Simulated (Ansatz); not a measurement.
# CH₆Si (built from SMILES C[SiH3]): single points off equilibrium

The task here is to estimate one member of a computed series from the others.

Program: Ansatz 0.2.0, Gaussian basis. Level of theory: single points in def2-TZVPP. These are calculated values, not measurements.

Correlated methods freeze the cores.

**Starting geometry**

8 atoms, charge 0, spin multiplicity 1.

Atoms are counted from 1 here; the program's logs count them from 0.

Bond lengths: Si1–H4 1.471 Å, Si1–C5 1.887 Å, C5–H6 1.055 Å, C5–H7 1.074 Å, C5–H8 1.082 Å. Angles: H4–Si1–C5 104.2°, Si1–C5–H6 115.8°, Si1–C5–H7 112.1°, Si1–C5–H8 108.6°, H6–C5–H7 106.1°, H6–C5–H8 106.6°, H7–C5–H8 107.2°.

Coordinates:

```xyz
8

Si   -0.9579   -0.5250    0.2100
H    -0.5103   -1.3744   -1.3759
H     0.2934   -1.4135   -0.8604
H    -0.3101   -1.4903    1.1116
C     0.1993    0.9653    0.2183
H     1.2185    0.7565    0.0410
H    -0.0856    1.7013   -0.5100
H     0.1458    1.4383    1.1900
```

The first run:

run/in.yaml reads:

```yaml
crystal:
  periodic: [false, false, false]
  atoms:
    - {symbol: Si, position_ang: [-0.957900, -0.525000, 0.210000]}
    - {symbol: H, position_ang: [-0.510300, -1.374400, -1.375900]}
    - {symbol: H, position_ang: [0.293400, -1.413500, -0.860400]}
    - {symbol: H, position_ang: [-0.310100, -1.490300, 1.111600]}
    - {symbol: C, position_ang: [0.199300, 0.965300, 0.218300]}
    - {symbol: H, position_ang: [1.218500, 0.756500, 0.041000]}
    - {symbol: H, position_ang: [-0.085600, 1.701300, -0.510000]}
    - {symbol: H, position_ang: [0.145800, 1.438300, 1.190000]}
basis:
  gaussian: {orbitals: def2-TZVPP}
correlation: {method: ccsd_t}
output: {forces: true}
```

The command line of these runs was not kept.

Among the steps run: CCSD(T)/def2-TZVPP; PBE0-D4/def2-TZVPP; wB97M-V/def2-TZVPP; r2SCAN-D4/def2-TZVPP; PBE-D4/def2-TZVPP; wB97X-V/def2-TZVPP; HSE06-D4/def2-TZVPP.

One of the session's tables, all rows but one given; the rest of the session is left out.

```
   method  RMS force component (eV/Å)  angle to CCSD(T) forces (°)  dipole (D)
  CCSD(T)                       0.770                    reference        1.43
  PBE0-D4                       0.686                          8.3        1.46
  wB97M-V                       0.756                          3.3        1.37
r2SCAN-D4                       0.682                         11.0        1.47
   PBE-D4                       0.678                         18.8        1.38
  wB97X-V                           ?                            ?           ?
 HSE06-D4                       0.688                          8.3        1.46
```

Q: Estimate the row for wB97X-V from the others.

As computed: RMS force component (eV/Å): 0.782; angle to CCSD(T) forces (°): 4.0; dipole (D): 1.55. In the column «RMS force component (eV/Å)» it is the highest.
